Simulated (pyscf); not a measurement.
Optimised with ωB97X-D3(BJ)/def2-SVP in PySCF.

Estimate the classical barrier height and the reaction energy of F–SiH₃ + ammonia (NH₃) → H₂N–SiH₂–F + hydrogen (H₂) at ωB97M-D3(BJ)/def2-TZVP. The step runs on the singlet surface, breaks H–Si, H–N and forms N–Si, H–H; take the separated reactants as zero.

ΔE‡ = 133.5 kJ/mol, ΔE = -54.5 kJ/mol. Zero-point energy shifts the barrier by -3.3 kJ/mol. It is a four-centre exchange, with an imaginary mode of 1461i cm⁻¹. On the reactant side the descent ends in a complex (not fully relaxed), 18.1 kJ/mol under the separated species and 151.5 kJ/mol under the saddle at ωB97X-D3(BJ)/def2-TZVP. At the saddle there is also a short H–Si contact that neither side keeps. The same reactants have a lower exit, to H₂N–SiH₃ + HF (barrier +110.1 kJ/mol at ωB97M-D3(BJ)/def2-TZVP, against +133.5 kJ/mol here). This is the saddle that the search found; another between the same sides may lie lower.
